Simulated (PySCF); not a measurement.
Complex of bifluoride and water

The system is a cluster of bifluoride and water, charge -1, singlet.

Parts: 1 = bifluoride (F[H-]F), atoms 1–3, charge -1; 2 = water (O), atoms 4–6.

```xyz
6

F    -0.917    0.555   -0.733
H    -0.018    0.088   -0.295
F     0.998   -0.385    0.087
O     1.555    0.657   -2.338
H     1.634    0.208   -1.469
H     0.617    0.881   -2.296
```
Atom numbers follow the order of the file, from 1.

In these coordinates F3···H5 is 1.783 Å. Part 2 is then moved rigidly along that line, all else held; at short range other atoms may come into contact.

The starting structure comes from a short search with a few starts; no frequency run checks that it is a minimum, and another way of binding may lie lower.

Level of theory: CCSD(T)/aug-cc-pVDZ and MP2/aug-cc-pVTZ, aug-cc-pVQZ counterpoise interaction energy, frozen core, gas phase, in PySCF 2.14.0. Geometry: PBE0-D3(BJ)/def2-TZVPD.

Counterpoise energies in kJ/mol, cluster less the parts frozen as they stand in it; small is aug-cc-pVDZ, large aug-cc-pVQZ. Estimated limit: HF in aug-cc-pVQZ, MP2 correlation extrapolated as X⁻³ from aug-cc-pVTZ and aug-cc-pVQZ, and CCSD(T) less MP2 in aug-cc-pVDZ; it isn't the exact limit.

```csv
F3···H5 (Å),HF large,MP2 large,SCS-MP2 large,CCSD(T) small,CCSD(T) limit est.
1.605,-59.0,-70.9,-66.1,-64.8,-72.9
1.694,?,?,?,?,?
1.783,-67.8,-76.3,-72.8,-72.5,-78.0
1.872,-68.7,-75.8,-72.8,-72.8,-77.3
1.961,-68.2,-74.1,-71.6,-71.7,-75.4
2.229,?,?,?,?,?
2.675,-50.1,-50.9,-50.1,-50.1,-51.2
3.566,-32.1,-31.3,-31.1,-30.9,-31.3
```

Question: Fill in the withheld rows.

Answer: 
| F3···H5 (Å) | HF large | MP2 large | SCS-MP2 large | CCSD(T) small | CCSD(T) limit est. |
| --- | --- | --- | --- | --- | --- |
| 1.694 | -64.8 | -74.9 | -70.9 | -70.2 | -76.8 |
| 2.229 | -62.5 | -65.8 | -64.2 | -64.4 | -66.6 |

The 8 runs took 12 min in all, one thread each of Arm Neoverse V2 on a shared host, launched as `OMP_NUM_THREADS=1 python cluster_run.py task.json out`.
